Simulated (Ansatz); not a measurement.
Conformers of C₄H₉F, SMILES `CCC(C)F`, each relaxed with PBE0-D4/def2-TZVP in Ansatz. CBS adds the triple-zeta coupled-cluster correction to the MP2 limit.

Not all of them had a frequency check.

Conformer A:

Z-matrix (Å, degrees):
```
C
C 1 1.518
H 1 1.094 2 111.1
H 1 1.092 2 111.1 3 120.0
H 1 1.091 2 110.9 3 -119.9
C 2 1.512 1 113.3 3 60.7
H 2 1.095 1 110.3 3 -60.2
H 2 1.096 1 110.4 3 -177.9
F 6 1.397 2 108.6 1 60.2
C 6 1.507 2 113.8 1 -179.3
H 6 1.098 2 109.8 1 -55.1
H 10 1.092 6 110.3 2 63.1
H 10 1.093 6 110.4 2 -56.8
H 10 1.091 6 110.6 2 -177.0
```

Conformer B:

Cartesian coordinates in Å:
```
C -1.281 -0.861 -0.619
C -0.261 -0.822 0.507
C 0.957 0.016 0.185
C 0.685 1.491 0.031
F 1.876 -0.147 1.223
H -2.100 -1.540 -0.376
H -0.829 -1.210 -1.552
H -1.716 0.123 -0.808
H -0.717 -0.434 1.424
H 0.086 -1.835 0.731
H 1.444 -0.373 -0.718
H 0.193 1.884 0.924
H 0.042 1.678 -0.831
H 1.620 2.033 -0.119
```

**Question.** Which is lowest in electronic energy at CCSD(T)/CBS (frozen core, def2 sets), and by how much? (Estimate.)

**Answer.** Computed: A; B lies 1.9 kJ/mol higher. Gaps under about 2 kJ/mol don't settle the order.

**Question.** Give the energies relative to A (kJ/mol) with PBE-D4/def2-TZVPP, PBE0-D4/def2-TZVPP, B3LYP-D4/def2-TZVPP, HF/def2-TZVPP, SCS-MP2/def2-TZVPP, SCS-MP2/def2-QZVPP, HF/CBS(def2). (An estimate is asked.)

**Answer.** Computed: 
| level | B |
| --- | --- |
| PBE-D4/def2-TZVPP | 1.9 |
| PBE0-D4/def2-TZVPP | 1.9 |
| B3LYP-D4/def2-TZVPP | 2.0 |
| HF/def2-TZVPP | 3.2 |
| SCS-MP2/def2-TZVPP | 2.1 |
| SCS-MP2/def2-QZVPP | 2.0 |
| HF/CBS(def2) | 3.1 |

B3LYP here is the variant with VWN-RPA as its local correlation; programs differ in this.
